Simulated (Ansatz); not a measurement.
```yaml
crystal:
  periodic: [false, false, false]
  atoms:
    - {symbol: C, position_ang: [-0.150301, -0.782597, -1.772358]}
    - {symbol: C, position_ang: [-0.555512, -0.131057, -0.476071]}
    - {symbol: Xx, position_ang: [-1.494442, -0.949847, 0.156071]}
    - {symbol: C, position_ang: [0.598009, 0.080814, 0.479963]}
    - {symbol: C, position_ang: [0.196845, 0.787499, 1.749385]}
    - {symbol: F, position_ang: [-0.209216, 2.082198, 1.460136]}
    - {symbol: H, position_ang: [0.346874, -1.737182, -1.584125]}
    - {symbol: H, position_ang: [-1.025752, -0.963327, -2.397694]}
    - {symbol: H, position_ang: [0.537035, -0.135523, -2.321815]}
    - {symbol: H, position_ang: [-1.060794, 0.821909, -0.664716]}
    - {symbol: H, position_ang: [1.026942, -0.893782, 0.738136]}
    - {symbol: H, position_ang: [1.379393, 0.659131, -0.022554]}
    - {symbol: H, position_ang: [-0.638608, 0.279413, 2.237715]}
    - {symbol: H, position_ang: [1.036629, 0.853152, 2.446626]}
basis:
  gaussian: {orbitals: def2-mTZVPP, nuclear_model: gaussian}
hamiltonian: {xc: {name: wPBEh}}
output: {forces: true}
```

```sh
$ ansatz run in.yaml --threads 4 --pin off --events-out ev --progress --plain --max-ram 11315MiB
```

Shortened log:

```
Error: YAML parse error: error: line 6 column 16: `Xx` is not an element symbol (H … Og, case-exact)
 --> <input>:6:16
4 |     - {symbol: C, position_ang: [-0.150301, -0.782597, -1.772358]}
5 |     - {symbol: C, position_ang: [-0.555512, -0.131057, -0.476071]}
6 |     - {symbol: Xx, position_ang: [-1.494442, -0.949847, 0.156071]}
7 |     - {symbol: C, position_ang: [0.598009, 0.080814, 0.479963]}
8 |     - {symbol: C, position_ang: [0.196845, 0.787499, 1.749385]}
```

Question: Something in this input is off. What?

Answer: An element symbol is wrong. The program refused the input.
